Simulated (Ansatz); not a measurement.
CS2 (SMILES S=C=S), singlet: a trajectory.

The input file, in.yaml:

```yaml
crystal:
  periodic: [false, false, false]
  atoms:
    - {symbol: S, position_ang: [1.358510, -0.156170, 0.729940]}
    - {symbol: C, position_ang: [0.000000, 0.000000, 0.000000]}
    - {symbol: S, position_ang: [-1.358510, 0.156160, -0.729940]}
basis:
  gaussian: {orbitals: def2-SVP}
hamiltonian: {xc: pbe0, dispersion: d4}
md: {n_steps: 30, timestep: 0.75, temperature: 100, ensemble: nvt, seed: 695, initial_velocities: maxwell_boltzmann}
```

Run by:

```bash
ansatz run in.yaml --threads 2 --pin off --events-out ev --progress --plain --max-ram 3481MiB
```

The run's output (Ansatz 0.2.0):

```
Error: YAML parse error: error: line 10 column 63: unknown variant `nvt`, expected one of nve, nve_milne, nvt_langevin, nvt_nose_hoover, npt_langevin
  --> <input>:10:63
   |
 8 |   gaussian: {orbitals: def2-SVP}
 9 | hamiltonian: {xc: pbe0, dispersion: d4}
10 | md: {n_steps: 30, timestep: 0.75, temperature: 100, ensemble: nvt, seed: 695, initial_velocities: maxwell_boltzmann}
   |                                                               ^ unknown variant `nvt`, expected one of nve, nve_milne, nvt_langevin, nvt_nose_hoover, npt_langevin
```

Hardware: 2 CPU threads, shared host. Wall time about 0.05 s.


The program refused the input. The ensemble's name is not one that the program knows.